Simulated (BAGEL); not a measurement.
# One shape, several levels: singlet [BF2]+

Aim: a comparison of 3 runs (HF/cc-pVTZ, B3LYP/6-31G*, RI-MP2/cc-pVTZ) of singlet [BF2]+. 

The results are computed with BAGEL 1.2.2.

2 further runs of the same task are left out: 2 set aside as unsound or not needed. Runs told in other sessions of the task aren't counted.

## 1. The structure to begin with

The species is [BF2]+ (3 atoms), meant as a singlet with charge +1. SMILES of the parent species: `F[B]F`. The coordinates come from a PBE0-D4/def2-TZVP relaxation. That shape belongs to the parent species and isn't relaxed for this state.

Bond lengths: F1–B2 1.306 Å, B2–F3 1.306 Å. Angles: F1–B2–F3 121.1°.

## 2. A single-point energy at HF/cc-pVTZ (density fitting with qzvpp-jkfit) (run 1)

Input file calc.json:

```json
{ "bagel": [

{
  "title": "molecule",
  "basis": "cc-pvtz.json",
  "df_basis": "qzvpp-jkfit",
  "angstrom": true,
  "geometry": [
    { "atom": "F", "xyz": [    0.513100,   -1.044300,    0.160000 ] },
    { "atom": "B", "xyz": [    0.279000,    0.240500,    0.181300 ] },
    { "atom": "F", "xyz": [   -0.802900,    0.738900,   -0.354600 ] }
  ]
},
{
  "title": "hf",
  "charge": 1
},
{
  "title": "print",
  "file": "orbitals.molden",
  "orbitals": true
}

]}
```

The basis set cc-pVTZ is read from a file made from the Basis Set Exchange's data (not shown).

Command:

```bash
$ BAGEL_NUM_THREADS=1 BAGEL calc.json > calc.out
```

The log of the run:

```text
* using 1 threads per process

  ===============================================================
  ===============================================================

  *** Geometry ***

  { "atom" : "F", "xyz" : [      0.969618,     -1.973441,      0.302356 ] },
  { "atom" : "B", "xyz" : [      0.527234,      0.454479,      0.342607 ] },
  { "atom" : "F", "xyz" : [     -1.517261,      1.396319,     -0.670097 ] },

  Number of auxiliary basis functions:      229

  Since a DF basis is specified, we compute 2- and 3-index integrals:
    o Being stored without compression. Storage requirement is 0.015 GB

  Number of basis functions:       90
  Number of electrons      :       23

    * METHOD: MOLECULE                             0.10

  *** RHF ***

  === Nuclear Repulsion ===
    55.3022842978

      * DIIS with orbital gradients will be used.

  === RHF iteration (cc-pvtz.json) ===
      0       -223.05172306          0.02866142           0.02
      1       -223.18869557          0.02221622           0.02
      2       -223.32421181          0.00117311           0.02
      3       -223.32484550          0.00028147           0.02
      4       -223.32488615          0.00006244           0.02
      5       -223.32488873          0.00001650           0.02
      6       -223.32488896          0.00000507           0.02
      7       -223.32488898          0.00000111           0.02
      8       -223.32488899          0.00000030           0.02
      9       -223.32488899          0.00000014           0.02
     10       -223.32488899          0.00000004           0.02
     11       -223.32488899          0.00000001           0.02
     12       -223.32488899          0.00000001           0.02
    * SCF iteration converged.

    * Permanent dipole moment:
           (   -1.077460,    -0.999377,    -0.708134) a.u.

    * METHOD: HF                                   0.35

    * METHOD: PRINT                                0.03

  ===============================================================
```

Run time: 0.62 s. Hardware: 1 thread of Arm Neoverse N1, shared host.

## 3. A single-point energy at B3LYP/6-31G(d) (density fitting with qzvpp-jkfit, spherical functions) (run 2)

Input file dft.json:

```json
{ "bagel" : [

{
  "title" : "molecule",
  "basis" : "6-31gs.json",
  "df_basis" : "qzvpp-jkfit",
  "angstrom" : true,
  "geometry" : [
    { "atom" : "F", "xyz" : [    0.513100,   -1.044300,    0.160000 ] },
    { "atom" : "B", "xyz" : [    0.279000,    0.240500,    0.181300 ] },
    { "atom" : "F", "xyz" : [   -0.802900,    0.738900,   -0.354600 ] }
  ]
},
{ "title" : "ks", "xc_func" : "b3lyp", "charge" : 1 },
{ "title" : "print", "file" : "orbitals.molden", "orbitals" : true }

]}
```

The basis set 6-31G* is read from a file made from the Basis Set Exchange's data (not shown).

Command:

```bash
$ BAGEL_NUM_THREADS=1 BAGEL dft.json > dft.out
```

The log of the run:

```text
* using 1 threads per process

  ===============================================================
  ===============================================================

  *** Geometry ***

  { "atom" : "F", "xyz" : [      0.969618,     -1.973441,      0.302356 ] },
  { "atom" : "B", "xyz" : [      0.527234,      0.454479,      0.342607 ] },
  { "atom" : "F", "xyz" : [     -1.517261,      1.396319,     -0.670097 ] },

  Number of auxiliary basis functions:      229

  Since a DF basis is specified, we compute 2- and 3-index integrals:
    o Being stored without compression. Storage requirement is 0.003 GB

  Number of basis functions:       42
  Number of electrons      :       23

    * METHOD: MOLECULE                             0.06

  *** Kohn-Sham DFT ***

    * Removing 3809 points whose weight is below 1.00e-10
    * Grid points: 40909

  === Nuclear Repulsion ===
    55.3022842978

       - DIIS with orbital gradients will be used.

  === KS iteration (b3lyp / 6-31gs.json) ===
      0       -211.19492243          0.20016960           0.09
      1       -199.86979835          0.30499599           0.07
      2       -215.40439945          0.19912955           0.06
[... 13 lines of this table left out ...]
     16       -224.18774155          0.00000000           0.06
    * SCF iteration converged.

    * Permanent dipole moment:
           (   -0.871716,    -0.808539,    -0.572913) a.u.

    * METHOD: KS                                   1.27

    * METHOD: PRINT                                0.01

  ===============================================================
```

Run time: 1.5 s. Hardware: 1 thread of Arm Neoverse N1, shared host.

## 4. The energy at RI-MP2/cc-pVTZ (density fitting with qzvpp-jkfit) (run 3)

Input file input.json:

```json
{ "bagel": [

{
  "title": "molecule",
  "basis": "cc-pvtz.json",
  "df_basis": "qzvpp-jkfit",
  "angstrom": true,
  "geometry": [
    { "atom": "F", "xyz": [    0.513100,   -1.044300,    0.160000 ] },
    { "atom": "B", "xyz": [    0.279000,    0.240500,    0.181300 ] },
    { "atom": "F", "xyz": [   -0.802900,    0.738900,   -0.354600 ] }
  ]
},
{ "title": "hf", "charge": 1 },
{ "title": "mp2", "charge": 1, "ncore": 3 }

]}
```

The basis set cc-pVTZ is read from a file made from the Basis Set Exchange's data (not shown).

Command:

```bash
$ BAGEL_NUM_THREADS=1 BAGEL input.json > input.out
```

The log of the run:

```text
* using 1 threads per process

  ===============================================================
  ===============================================================

  *** Geometry ***

  { "atom" : "F", "xyz" : [      0.969618,     -1.973441,      0.302356 ] },
  { "atom" : "B", "xyz" : [      0.527234,      0.454479,      0.342607 ] },
  { "atom" : "F", "xyz" : [     -1.517261,      1.396319,     -0.670097 ] },

  Number of auxiliary basis functions:      229

[... 21 lines left out ...]
    * SCF iteration converged.
[... 1 line left out ...]
    * Permanent dipole moment:
[... 2 lines left out ...]
    * METHOD: HF                                   0.35

  *** RHF ***

  === Nuclear Repulsion ===
    55.3022842978

      * DIIS with orbital gradients will be used.

  === RHF iteration (cc-pvtz.json) ===
      0       -223.32488899          0.00000000           0.02
    * SCF iteration converged.

    * Permanent dipole moment:
           (   -1.077460,    -0.999377,    -0.708134) a.u.

  === DF-MP2 calculation ===

    * freezing 3 orbitals
    * 3-index integral transformation done
    * assembly done

      MP2 correlation energy:   -0.5804901429      0.02

      MP2 total energy:       -223.9053791285

    * METHOD: MP2                                  0.07

  ===============================================================
```

Wall time 0.64 s (1 thread of Arm Neoverse N1, shared host).

## 5. Overview of the runs

```csv
run,level,frozen core orbitals,energy (Eh),HOMO energy (eV),LUMO energy (eV),HOMO–LUMO gap (eV),wall time
1,HF/cc-pVTZ (density fitting with qzvpp-jkfit),–,-223.324889,-26.79,-9.52,17.27,0.62 s
2,"B3LYP/6-31G* (density fitting with qzvpp-jkfit, spherical functions)",–,-224.187742,-20.73,-13.48,7.25,1.5 s
3,RI-MP2/cc-pVTZ (density fitting with qzvpp-jkfit),3,-223.905379,–,–,–,0.64 s
```

## 6. Results

| quantity | value |
| --- | --- |
| run 3: total energy | -223.90538 Eh |
| run 3: correlation energy (3 core orbitals frozen) | -580.5 mEh |

All runs together took 2.8 s, the longest 1.5 s.
